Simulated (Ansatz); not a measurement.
**A ladder of methods for [SF3]+ (SMILES F[S+](F)F)**

[SF3]+ has 4 atoms, charge +1, and is taken as a singlet. As SMILES, `F[S+](F)F`. The coordinates come from a PBE0-D4/def2-TZVP relaxation.

Each level gives the HOMO–LUMO gap (eV). The values are calculated.

```
             level                    kind  program  value (eV)
  revPBE/6-311+G**                     GGA   Ansatz        7.37
  r2SCAN/6-311+G**                meta-GGA   Ansatz        7.94
   B3LYP/6-311+G**           global hybrid   Ansatz        9.60
   BHLYP/6-311+G**           global hybrid   Ansatz       12.95
    PBE0/6-311+G**           global hybrid   Ansatz           ?
 r2SCAN0/6-311+G**         hybrid meta-GGA   Ansatz           ?
   HSE06/6-311+G**  range-separated hybrid   Ansatz        9.32
PBE-QIDH/6-311+G**           double hybrid   Ansatz       15.12
```

(1) Estimate what the levels marked ? give.

## Answers

(1) As computed at these levels: PBE0/6-311+G**: 10.12 eV; r2SCAN0/6-311+G**: 10.52 eV. The values span 7.37 to 15.12 eV. Orbital gaps aren't excitation energies, and those of double hybrids come from the SCF part alone; they tend to grow with the share of exact exchange.
